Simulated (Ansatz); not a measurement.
# SiNH₂ (quartet): B2PLYP, RPA-PBE over vertical spin and charge gaps, 6-31G

Aim: run SiNH₂ (quartet) with these functionals over vertical spin and charge gaps, and hold them against the top wave-function level at the same points.

The runs use Ansatz 0.2.0, Gaussian basis; 6-31G, all electrons in the functionals, frozen cores in the correlation of double hybrids and RPA.

Plan: B2PLYP, RPA-PBE, at charge 0, quartet; charge 0, doublet; charge 0, sextet; charge 1, triplet; charge 1, quintet.

3 further runs of the same task are left out: 3 set aside as unsound or not needed.

**1. What is computed**

The geometry is a PBE0/def2-TZVP stationary point (not a proven minimum).

4 atoms, charge 0, spin multiplicity 4.

Atoms are counted from 1 here; the program's logs count them from 0.

Bond lengths: Si1–N2 1.849 Å, Si1–H3 1.470 Å, Si1–H4 1.470 Å. Angles: N2–Si1–H3 117.7°, N2–Si1–H4 117.7°, H3–Si1–H4 124.6°.

As a file:

```
Si    0.0000    0.0000    0.5558
N     0.0000    0.0000   -1.2927
H     0.0000    1.3020    1.2391
H     0.0000   -1.3020    1.2391
```

No dispersion term is added.

The geometry shown and the zero of energy belong to the point charge 0, quartet. The yardstick, FCI, and other wave-function levels (R restricted, U unrestricted, valence and pair active spaces) come from earlier runs.

**2. B2PLYP, charge 0, quartet**

in.yaml reads:

```yaml
crystal:
  periodic: [false, false, false]
  atoms:
    - {symbol: Si, position_ang: [0.000000, 0.000000, 0.555774]}
    - {symbol: N, position_ang: [0.000000, 0.000000, -1.292740]}
    - {symbol: H, position_ang: [0.000000, 1.301958, 1.239079]}
    - {symbol: H, position_ang: [0.000000, -1.301958, 1.239079]}
basis:
  gaussian: {orbitals: 6-31G}
magnetization: {spin_polarized: true, initial_magnetization: 3}
hamiltonian: {xc: {name: B2PLYP}}
correlation: {electrons: outside_noble_gas}
```

The run is started by

```console
> ansatz run in.yaml --threads 1 --pin off --events-out ev --progress --plain --max-ram 4096MiB --backend cpu
```

The program printed:

```text
Functional definition: B2PLYP
  name "B2PLYP"
  cite "Grimme, J. Chem. Phys. 124, 034108 (2006) doi:10.1063/1.2148954"
  cite "Becke, Phys. Rev. A 38, 3098 (1988) doi:10.1103/PhysRevA.38.3098"
  cite "Lee, Yang & Parr, Phys. Rev. B 37, 785 (1988) doi:10.1103/PhysRevB.37.785"
  parameter a = 0.53
  parameter c = 0.27
  exchange = (1 - a)*b88_x + a*exact_x
  correlation = (1 - c)*lyp_c + c*(mp2_os + mp2_ss)
336 factors; integrals over basis functions are off by at most 2.0e-4 eV
mean field evaluation 1: about -9385.5829 eV, gradient 8.7e0 eV
mean field evaluation 2: about -9385.6322 eV, gradient 8.7e0 eV
mean field evaluation 4: about -9386.1775 eV, gradient 8.5e-1 eV
mean field evaluation 8: about -9386.1903 eV, gradient 1.5e-2 eV
mean field evaluation 16: about -9386.1903 eV, gradient 1.2e-5 eV
mean field -9386.19030281 eV, -344.9361314399 hartree, gradient 1.9e-6 eV, S^2 3.760139; 0 other end points of the search recorded, 0 dependent functions left out
6 core orbitals not correlated: weight in the atoms' cores, before any rotation towards them, 1.000 or more for the frozen orbitals, at most 0.000 for the correlated occupied ones
reference -9386.19042818 eV, -344.9361360471 hartree; 7, 4 occupied and 13, 16 virtual orbitals, 336 factors
second order -3.31582597 eV of doubles, -0.00000000 eV of singles
Total energy: -9387.08570119 eV, -344.9690367234 hartree
```

Run time: 0.73 s. Hardware: 1 thread of AMD EPYC 7R13, shared host.

From the report: ⟨S²⟩ of the determinant 3.760 (pure quartet: 3.75).

**3. B2PLYP, charge 0, doublet**

in.yaml, as its differences from that of step 2:

```diff
@@ -9,3 +9,3 @@
   gaussian: {orbitals: 6-31G}
-magnetization: {spin_polarized: true, initial_magnetization: 3}
+magnetization: {spin_polarized: true, initial_magnetization: 1}
 hamiltonian: {xc: {name: B2PLYP}}
```

Same command.

The program printed (excerpt; [...] marks lines left out):

```text
Functional definition: B2PLYP
  name "B2PLYP"
  cite "Grimme, J. Chem. Phys. 124, 034108 (2006) doi:10.1063/1.2148954"
  cite "Becke, Phys. Rev. A 38, 3098 (1988) doi:10.1103/PhysRevA.38.3098"
  cite "Lee, Yang & Parr, Phys. Rev. B 37, 785 (1988) doi:10.1103/PhysRevB.37.785"
[...]
336 factors; integrals over basis functions are off by at most 2.0e-4 eV
[...]
mean field -9387.48299649 eV, -344.9836370565 hartree, gradient 2.4e-6 eV, S^2 1.310907; 4 other end points of the search recorded, 0 dependent functions left out
6 core orbitals not correlated: weight in the atoms' cores, before any rotation towards them, 1.000 or more for the frozen orbitals, at most 0.000 for the correlated occupied ones
reference -9387.48311932 eV, -344.9836415705 hartree; 6, 5 occupied and 14, 15 virtual orbitals, 336 factors
second order -4.36134235 eV of doubles, -0.00000000 eV of singles
Total energy: -9388.66068176 eV, -345.0269161918 hartree
```

Run time: 2.1 s. Hardware: 1 thread of AMD EPYC 7R13, shared host.

From the report: ⟨S²⟩ of the determinant 1.311 (pure doublet: 0.75). The determinant is far from a pure spin state, so its energy mixes those of several spin states (harmless only where they are near-degenerate, as at dissociation).

From charge 0, quartet: -1.575 eV.

**4. B2PLYP, charge 0, sextet**

in.yaml, as its differences from that of step 3:

```diff
@@ -9,3 +9,3 @@
   gaussian: {orbitals: 6-31G}
-magnetization: {spin_polarized: true, initial_magnetization: 1}
+magnetization: {spin_polarized: true, initial_magnetization: 5}
 hamiltonian: {xc: {name: B2PLYP}}
```

The command is unchanged.

The program printed (excerpt; [...] marks lines left out):

```text
Functional definition: B2PLYP
  name "B2PLYP"
  cite "Grimme, J. Chem. Phys. 124, 034108 (2006) doi:10.1063/1.2148954"
  cite "Becke, Phys. Rev. A 38, 3098 (1988) doi:10.1103/PhysRevA.38.3098"
  cite "Lee, Yang & Parr, Phys. Rev. B 37, 785 (1988) doi:10.1103/PhysRevB.37.785"
[...]
336 factors; integrals over basis functions are off by at most 2.0e-4 eV
[...]
mean field -9380.53792316 eV, -344.7284103191 hartree, gradient 2.2e-6 eV, S^2 8.755148; 0 other end points of the search recorded, 0 dependent functions left out
6 core orbitals not correlated: weight in the atoms' cores, before any rotation towards them, 1.000 or more for the frozen orbitals, at most 0.000 for the correlated occupied ones
reference -9380.53805360 eV, -344.7284151129 hartree; 8, 3 occupied and 12, 17 virtual orbitals, 336 factors
second order -2.48960413 eV of doubles, -0.00000000 eV of singles
Total energy: -9381.21024672 eV, -344.7531177543 hartree
```

It took 0.75 s on 1 thread of AMD EPYC 7R13, shared host.

From the report: ⟨S²⟩ of the determinant 8.755 (pure sextet: 8.75).

From charge 0, quartet: +5.875 eV.

**5. B2PLYP, charge 1, triplet**

in.yaml, as its differences from that of step 4:

```diff
@@ -9,3 +9,4 @@
   gaussian: {orbitals: 6-31G}
-magnetization: {spin_polarized: true, initial_magnetization: 5}
+total_charge: 1
+magnetization: {spin_polarized: true, initial_magnetization: 2}
 hamiltonian: {xc: {name: B2PLYP}}
```

The command is unchanged.

The program printed (excerpt; [...] marks lines left out):

```text
Functional definition: B2PLYP
  name "B2PLYP"
  cite "Grimme, J. Chem. Phys. 124, 034108 (2006) doi:10.1063/1.2148954"
  cite "Becke, Phys. Rev. A 38, 3098 (1988) doi:10.1103/PhysRevA.38.3098"
  cite "Lee, Yang & Parr, Phys. Rev. B 37, 785 (1988) doi:10.1103/PhysRevB.37.785"
[...]
336 factors; integrals over basis functions are off by at most 2.0e-4 eV
[...]
mean field -9378.68310482 eV, -344.6602470026 hartree, gradient 2.4e-6 eV, S^2 2.008892; 3 other end points of the search recorded, 0 dependent functions left out
6 core orbitals not correlated: weight in the atoms' cores, before any rotation towards them, 1.000 or more for the frozen orbitals, at most 0.000 for the correlated occupied ones
reference -9378.68321994 eV, -344.6602512331 hartree; 6, 4 occupied and 14, 16 virtual orbitals, 336 factors
second order -3.53762224 eV of doubles, -0.00000000 eV of singles
Total energy: -9379.63837795 eV, -344.6953526423 hartree
```

Wall time 0.88 s (1 thread of AMD EPYC 7R13, shared host).

From the report: ⟨S²⟩ of the determinant 2.009 (pure triplet: 2.00).

From charge 0, quartet: +7.447 eV.

**6. B2PLYP, charge 1, quintet**

in.yaml, as its differences from that of step 5:

```diff
@@ -10,3 +10,3 @@
 total_charge: 1
-magnetization: {spin_polarized: true, initial_magnetization: 2}
+magnetization: {spin_polarized: true, initial_magnetization: 4}
 hamiltonian: {xc: {name: B2PLYP}}
```

Launched as before.

The program printed (excerpt; [...] marks lines left out):

```text
Functional definition: B2PLYP
  name "B2PLYP"
  cite "Grimme, J. Chem. Phys. 124, 034108 (2006) doi:10.1063/1.2148954"
  cite "Becke, Phys. Rev. A 38, 3098 (1988) doi:10.1103/PhysRevA.38.3098"
  cite "Lee, Yang & Parr, Phys. Rev. B 37, 785 (1988) doi:10.1103/PhysRevB.37.785"
[...]
336 factors; integrals over basis functions are off by at most 2.0e-4 eV
[...]
mean field -9375.55427837 eV, -344.5452647512 hartree, gradient 2.8e-6 eV, S^2 6.006081; 0 other end points of the search recorded, 0 dependent functions left out
6 core orbitals not correlated: weight in the atoms' cores, before any rotation towards them, 1.000 or more for the frozen orbitals, at most 0.000 for the correlated occupied ones
reference -9375.55439620 eV, -344.5452690813 hartree; 7, 3 occupied and 13, 17 virtual orbitals, 336 factors
second order -2.44687607 eV of doubles, -0.00000000 eV of singles
Total energy: -9376.21505274 eV, -344.5695477613 hartree
```

Wall time 0.7 s (1 thread of AMD EPYC 7R13, shared host).

From the report: ⟨S²⟩ of the determinant 6.006 (pure quintet: 6.00).

From charge 0, quartet: +10.871 eV.

**7. RPA-PBE, charge 0, quartet**

in.yaml, as its differences from that of step 6:

```diff
@@ -9,5 +9,4 @@
   gaussian: {orbitals: 6-31G}
-total_charge: 1
-magnetization: {spin_polarized: true, initial_magnetization: 4}
-hamiltonian: {xc: {name: B2PLYP}}
-correlation: {electrons: outside_noble_gas}
+magnetization: {spin_polarized: true, initial_magnetization: 3}
+hamiltonian: {xc: {name: PBE}}
+correlation: {method: rpa, electrons: outside_noble_gas}
```

Launched as before.

The program printed (excerpt; [...] marks lines left out):

```text
Functional definition: PBE
  name "PBE"
  cite "Perdew, Burke & Ernzerhof, Phys. Rev. Lett. 77, 3865 (1996) doi:10.1103/PhysRevLett.77.3865"
  parent pbe
[...]
336 factors; integrals over basis functions are off by at most 2.0e-4 eV
[...]
mean field -9387.02564443 eV, -344.9668296781 hartree, gradient 1.6e-6 eV, S^2 3.754765; 3 other end points of the search recorded, 0 dependent functions left out
6 core orbitals not correlated: weight in the atoms' cores, before any rotation towards them, 1.000 or more for the frozen orbitals, at most 0.000 for the correlated occupied ones
reference -9369.47660231 eV, -344.3219142756 hartree; 7, 4 occupied and 13, 16 virtual orbitals, 336 factors
Total energy: -9375.31119089 eV, -344.5363314509 hartree
```

Run time: 1.1 s. Hardware: 1 thread of AMD EPYC 7R13, shared host.

From the report: ⟨S²⟩ of the determinant 3.755 (pure quartet: 3.75).

**8. RPA-PBE, charge 0, doublet**

in.yaml, as its differences from that of step 7:

```diff
@@ -9,3 +9,3 @@
   gaussian: {orbitals: 6-31G}
-magnetization: {spin_polarized: true, initial_magnetization: 3}
+magnetization: {spin_polarized: true, initial_magnetization: 1}
 hamiltonian: {xc: {name: PBE}}
```

The command is unchanged.

The program printed (excerpt; [...] marks lines left out):

```text
Functional definition: PBE
  name "PBE"
  cite "Perdew, Burke & Ernzerhof, Phys. Rev. Lett. 77, 3865 (1996) doi:10.1103/PhysRevLett.77.3865"
  parent pbe
[...]
336 factors; integrals over basis functions are off by at most 2.0e-4 eV
[...]
mean field -9388.93140258 eV, -345.0368649986 hartree, gradient 5.6e-6 eV, S^2 0.833022; 2 other end points of the search recorded, 0 dependent functions left out
6 core orbitals not correlated: weight in the atoms' cores, before any rotation towards them, 1.000 or more for the frozen orbitals, at most 0.000 for the correlated occupied ones
reference -9369.34398115 eV, -344.3170405378 hartree; 6, 5 occupied and 14, 15 virtual orbitals, 336 factors
Total energy: -9377.11435885 eV, -344.6025966512 hartree
```

It took 0.79 s on 1 thread of AMD EPYC 7R13, shared host.

From the report: ⟨S²⟩ of the determinant 0.833 (pure doublet: 0.75).

From charge 0, quartet: -1.803 eV.

**9. RPA-PBE, charge 0, sextet**

in.yaml, as its differences from that of step 8:

```diff
@@ -9,3 +9,3 @@
   gaussian: {orbitals: 6-31G}
-magnetization: {spin_polarized: true, initial_magnetization: 1}
+magnetization: {spin_polarized: true, initial_magnetization: 5}
 hamiltonian: {xc: {name: PBE}}
```

Launched as before.

The program printed (excerpt; [...] marks lines left out):

```text
Functional definition: PBE
  name "PBE"
  cite "Perdew, Burke & Ernzerhof, Phys. Rev. Lett. 77, 3865 (1996) doi:10.1103/PhysRevLett.77.3865"
  parent pbe
[...]
336 factors; integrals over basis functions are off by at most 2.0e-4 eV
[...]
mean field -9381.06450095 eV, -344.7477616960 hartree, gradient 4.1e-6 eV, S^2 8.751670; 4 other end points of the search recorded, 0 dependent functions left out
6 core orbitals not correlated: weight in the atoms' cores, before any rotation towards them, 1.000 or more for the frozen orbitals, at most 0.000 for the correlated occupied ones
reference -9364.41127637 eV, -344.1357669808 hartree; 8, 3 occupied and 12, 17 virtual orbitals, 336 factors
Total energy: -9369.65587362 eV, -344.3285023748 hartree
```

Wall time 1.3 s (1 thread of AMD EPYC 7R13, shared host).

From the report: ⟨S²⟩ of the determinant 8.752 (pure sextet: 8.75).

From charge 0, quartet: +5.655 eV.

**10. RPA-PBE, charge 1, triplet**

in.yaml, as its differences from that of step 9:

```diff
@@ -9,3 +9,4 @@
   gaussian: {orbitals: 6-31G}
-magnetization: {spin_polarized: true, initial_magnetization: 5}
+total_charge: 1
+magnetization: {spin_polarized: true, initial_magnetization: 2}
 hamiltonian: {xc: {name: PBE}}
```

The command is unchanged.

The program printed (excerpt; [...] marks lines left out):

```text
Functional definition: PBE
  name "PBE"
  cite "Perdew, Burke & Ernzerhof, Phys. Rev. Lett. 77, 3865 (1996) doi:10.1103/PhysRevLett.77.3865"
  parent pbe
[...]
336 factors; integrals over basis functions are off by at most 2.0e-4 eV
[...]
mean field -9379.41236460 eV, -344.6870468051 hartree, gradient 2.9e-6 eV, S^2 2.003469; 5 other end points of the search recorded, 0 dependent functions left out
6 core orbitals not correlated: weight in the atoms' cores, before any rotation towards them, 1.000 or more for the frozen orbitals, at most 0.000 for the correlated occupied ones
reference -9361.94226304 eV, -344.0450324144 hartree; 6, 4 occupied and 14, 16 virtual orbitals, 336 factors
Total energy: -9368.17289521 eV, -344.2740039234 hartree
```

Wall time 1.3 s (1 thread of AMD EPYC 7R13, shared host).

From the report: ⟨S²⟩ of the determinant 2.003 (pure triplet: 2.00).

From charge 0, quartet: +7.138 eV.

**11. RPA-PBE, charge 1, quintet**

in.yaml, as its differences from that of step 10:

```diff
@@ -10,3 +10,3 @@
 total_charge: 1
-magnetization: {spin_polarized: true, initial_magnetization: 2}
+magnetization: {spin_polarized: true, initial_magnetization: 4}
 hamiltonian: {xc: {name: PBE}}
```

The command is unchanged.

The program printed (excerpt; [...] marks lines left out):

```text
Functional definition: PBE
  name "PBE"
  cite "Perdew, Burke & Ernzerhof, Phys. Rev. Lett. 77, 3865 (1996) doi:10.1103/PhysRevLett.77.3865"
  parent pbe
[...]
336 factors; integrals over basis functions are off by at most 2.0e-4 eV
[...]
mean field -9375.86856069 eV, -344.5568144134 hartree, gradient 4.4e-6 eV, S^2 6.002952; 4 other end points of the search recorded, 0 dependent functions left out
6 core orbitals not correlated: weight in the atoms' cores, before any rotation towards them, 1.000 or more for the frozen orbitals, at most 0.000 for the correlated occupied ones
reference -9359.64944038 eV, -343.9607727356 hartree; 7, 3 occupied and 13, 17 virtual orbitals, 336 factors
Total energy: -9364.85175920 eV, -344.1519544261 hartree
```

Wall time 1.5 s (1 thread of AMD EPYC 7R13, shared host).

From the report: ⟨S²⟩ of the determinant 6.003 (pure quintet: 6.00).

From charge 0, quartet: +10.459 eV.

**12. Against the wave-function levels**

The yardstick is full CI for this spin, exact in this basis with these frozen cores. It comes from earlier runs at the same points. Energies in eV, counted from charge 0, quartet; blanks weren't run or aren't comparable.

```tsv
level	quartet to doublet	quartet to sextet	ionisation to the triplet cation	ionisation to the quintet cation
FCI		5.538	7.229	10.218
B2PLYP	-1.575	5.875	7.447	10.871
RPA-PBE	-1.803	5.655	7.138	10.459
```

Largest miss and mean time a point (FCI took 54 s a point; shared hosts):

```tsv
level	largest miss (eV)	where	time a point
B2PLYP	+0.653	ionisation to the quintet cation	1 s
RPA-PBE	+0.241	ionisation to the quintet cation	1.2 s
```

**13. Summary of results**

| quantity | value |
| --- | --- |
| quartet to sextet, FCI | 5.538 eV |
| ionisation to the triplet cation, FCI | 7.229 eV |
| ionisation to the quintet cation, FCI | 10.218 eV |
| largest miss, B2PLYP | +0.653 eV (ionisation to the quintet cation) |
| largest miss, RPA-PBE | +0.241 eV (ionisation to the quintet cation) |

Misses are known at 3 of 4 points at best, and only functionals with that many are ranked. Of the functionals, RPA-PBE keep the smallest largest miss at the points compared (at most 0.241 eV) and B2PLYP strays most (0.653 eV, at ionisation to the quintet cation). B2PLYP clearly breaks the spin symmetry at some points (⟨S²⟩ up to 0.56 above the pure value), so energy there is bought with a mixed spin. Functionals and the yardstick converge differently with the basis, so part of each miss in 6-31G is the basis.
